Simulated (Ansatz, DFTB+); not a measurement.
# Group exchange: C2H8N2 + H2S → CH6N2 + CH4S

Species: C2H8N2 (1,2-dimethylhydrazine) `CNNC`, singlet; H2S (hydrogen sulfide) `S`, singlet; CH6N2 (methylhydrazine) `CNN`, singlet; CH4S (methanethiol) `CS`, singlet. The partners trade CH3 for H: N–CH3 and S–H bonds give way to N–H and S–CH3.

Shapes, held fixed at every level: PBE0-D4/def2-TZVP. Flexible molecules stand in one conformer, not always the lowest. Programs: Ansatz 0.2.0, DFTB+ 25.1. The zero-point and thermal change to 298 K, harmonic and unscaled (PBE0-D4/def2-TZVP), is +6.4 kJ/mol.

**Question.** Estimate the reaction enthalpy at 298 K.

**Answer.** From tabulated heats of formation (CRC Handbook of Chemistry and Physics, NIST-JANAF tables), ΔH(298 K) = +0.1 kJ/mol. Nearest: CCSD(T)/def2-TZVPP (-3.9); farthest: DFTB1 (-53.0). 8 of 9 levels lie within 10 kJ/mol. The CBS estimate extrapolates MP2 from def2-TZVPP and def2-QZVPP and adds CCSD(T) − MP2 in the triple-zeta set, cores frozen.

```csv
level,kind,ΔH (kJ/mol),computed − measured
DFTB1,semi-empirical,-52.9,-53.0
PBE-D4/def2-TZVPP,GGA,-6.2,-6.3
r2SCAN0-D4/def2-TZVPP,global hybrid,-5.7,-5.8
wB97X-V/def2-TZVPP,range-separated hybrid,-5.0,-5.1
MP2/def2-SVP,perturbation theory,+8.6,+8.5
CCSD/def2-SVP,coupled cluster or CI,+9.8,+9.7
CCSD(T)/def2-TZVPP,coupled cluster or CI,-3.8,-3.9
CCSD/def2-TZVPP,coupled cluster or CI,-4.3,-4.4
CCSD(T)/CBS estimate,coupled cluster or CI,-6.4,-6.5
```
